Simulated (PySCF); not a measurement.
## Al: electron affinity

Al⁻ [Ne] 3s2 3p2 (3P) → Al [Ne] 3s2 3p1 (2P), as a difference of total energies. Computed with PySCF 2.14 in aug-cc-pwCVTZ (8s7p5d3f, 75 functions), with no relativity, point nucleus. Correlated levels: valence: [Ne] frozen; valence and next inner shell: 1s2 frozen; nothing frozen. The calculations carry no spin-orbit coupling.

```tsv
method	electron affinity (eV)
UHF	0.016
LDA	0.637
PBE	0.579
PBE0	0.532
r2SCAN	0.610
PBEsol	0.568
TPSSh	0.492
wB97M-V	0.351
B97-3	0.365
MP2 (valence)	0.364
SCS-MP2 (valence)	0.263
MP2 (valence and next inner shell)	0.348
SCS-MP2 (valence and next inner shell)	0.251
MP2 (all electrons)	0.349
SCS-MP2 (all electrons)	0.252
```

Task: How much does correlation contribute at MP2 (all electrons)?

Result: 0.349 − (0.016) = 0.333 eV, measured against UHF.

Errors of the correlated levels include the incompleteness of this basis and the frozen core.

In the anion the highest occupied orbital energy is positive at LDA, PBE, PBE0, r2SCAN, PBEsol, TPSSh, B97-3, a self-interaction effect; the basis confines that electron, and the energy difference can still be sensible.

For comparison: 0.433 eV (measured; photodetachment measurements, as compiled on the Wikipedia data page of electron affinities).
